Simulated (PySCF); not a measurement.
A made-up structure of CH4Si, singlet:

C1  (-0.714, -0.529, -0.257)
Si2  (0.598, 0.443, 0.213)
H3  (-1.386, -0.980, 0.465)
H4  (-0.934, -0.737, -1.297)
H5  (0.907, 0.734, 1.629)
H6  (-0.401, -0.635, 0.750)
(Å)

It is relaxed with PBE-D4/def2-SVP and then PBE0-D4/def2-TZVP (PySCF 2.14 with density fitting (its default auxiliary sets; JK sets also for MP2 and CCSD(T))). Atoms count as bonded within 1.22 times the sum of their covalent radii (H–H: 0.88 Å). The end point is not checked to be a true minimum.

Task: Does its bonding change? (A judgement: the text doesn't fix the answer.)

Result: Computed: Yes. Formed: none; broken: Si2–H6.

Where it ends: The first stage lowers the energy by 3.69 eV in 22 steps. It ends as CH₄Si ([CH3][SiH]):
```
6
angstrom
C -0.5033 -0.6549 -0.0628
Si 0.3898 1.0012 0.1416
H -1.4983 -0.5994 0.3969
H -0.6069 -0.9752 -1.1000
H 0.2751 1.0009 1.6686
H 0.0353 -1.4293 0.4986
```

Labels in which every atom is bracketed show which atoms are joined, not bond orders.

For scale, one of the runs: PBE0-D4/def2-TZVP relaxation, 92 basis functions, launched by `OMP_NUM_THREADS=2 python run.py`. Time: 21 s of wall clock on 2 CPU threads of an AMD EPYC 7B13; the host was shared. Peak host memory: 0.9 GiB.
